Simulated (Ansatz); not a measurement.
1T (CdI2-type) SnS2, treated with LDA (plane waves, PAW; Ansatz, a program for electronic structure).

Rigid layers of the crystal as relaxed at this level are moved apart or together:

```json
[
 {"run": "1", "k mesh": "12×12×6", "layer repeat (Å)": "5.6", "energy against free layers (meV/Å²)": "-10.76", "gap on the mesh (eV)": "0.913"},
 {"run": "2", "k mesh": "12×12×6", "layer repeat (Å)": "5.75", "energy against free layers (meV/Å²)": "-10.91", "gap on the mesh (eV)": "1.107"},
 {"run": "3", "k mesh": "12×12×6", "layer repeat (Å)": "5.9", "energy against free layers (meV/Å²)": "-10.40", "gap on the mesh (eV)": "1.275"},
 {"run": "4", "k mesh": "12×12×6", "layer repeat (Å)": "6.1", "energy against free layers (meV/Å²)": "-9.16", "gap on the mesh (eV)": "1.369"},
 {"run": "5", "k mesh": "12×12×6", "layer repeat (Å)": "6.4", "energy against free layers (meV/Å²)": "-6.90", "gap on the mesh (eV)": "1.392"},
 {"run": "6", "k mesh": "12×12×6", "layer repeat (Å)": "6.9", "energy against free layers (meV/Å²)": "-3.66", "gap on the mesh (eV)": "1.413"},
 {"run": "7", "k mesh": "12×12×4", "layer repeat (Å)": "7.9", "energy against free layers (meV/Å²)": "-0.72", "gap on the mesh (eV)": "1.448"},
 {"run": "8", "k mesh": "12×12×4", "layer repeat (Å)": "9.9", "energy against free layers (meV/Å²)": "0.00", "gap on the mesh (eV)": "1.461"}
]
```

The lowest energy of these points lies at a layer repeat of 5.75 Å.

Spin–orbit coupling is not included.

Note: the cell comes from a level without a dispersion term, which matters for the spacing of layers, chains or molecules.
